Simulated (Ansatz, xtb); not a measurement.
## C3H2F2O: 6 structures ranked

6 gas-phase structures of C3H2F2O, from a drawn sample of its isomers (lower ones may exist). Each was relaxed with GFN2-xTB; where two conformers were screened, the lower at r2SCAN-D4/def2-SVP is listed:

A. `O=C=C(F)CF`, a singlet
B. `O=CC=C(F)F`, a singlet
C. `FC1=CO[C@@H]1F`, a singlet
D. `O=C/C(F)=C\F`, a singlet
E. `O=C=CC(F)F`, a singlet
F. `FC1=C[C@H](F)O1`, a singlet

Q: Which do you expect lowest at r2SCAN-D4/def2-SVP, and how would the others follow?

A: Calculated order at r2SCAN-D4/def2-SVP: E (0.000), B (0.019), D (0.590), A (1.108), F (1.110), C (1.672) eV. Less than 1 kcal/mol parts E and B; A and F, so the order within those pairs means little.

Energies above the lowest of each column, in eV; the last columns are at PBE0-D3(BJ)/def2-SVP geometries and were run for some of them only (a dash: not run or not comparable):

```tsv
structure	GFN2-xTB	HF/STO-3G	r2SCAN-D4/def2-SVP	PBE0-D3(BJ)/def2-SVP	CCSD(T)/def2-SVP + ΔMP2/def2-TZVPP
E	0.000	0.328	0.000	0.000	0.000
B	0.349	0.000	0.019	0.020	0.116
D	0.705	0.472	0.590	0.581	0.600
A	0.588	0.869	1.108	–	–
F	0.649	0.172	1.110	–	–
C	0.915	0.458	1.672	–	–
```

CCSD(T)/def2-SVP + ΔMP2/def2-TZVPP puts E lowest of those it was run on; HF/STO-3G picks B. Flexible structures stand in one conformer each, not always the lowest. Frequencies (PBE0-D3(BJ)/def2-SVP) were run for B, D, E alone. ΔMP2 is the change of the MP2 energy from the smaller to the larger basis.

Over these structures GFN2-xTB departs from r2SCAN-D4/def2-SVP by 0.363 eV on average once a common shift is removed. A GFN2-xTB relaxation took about 0.046 s and the r2SCAN-D4/def2-SVP energy about 1.6 s on a shared host (Ansatz 0.2.0, xtb 6.7.1).
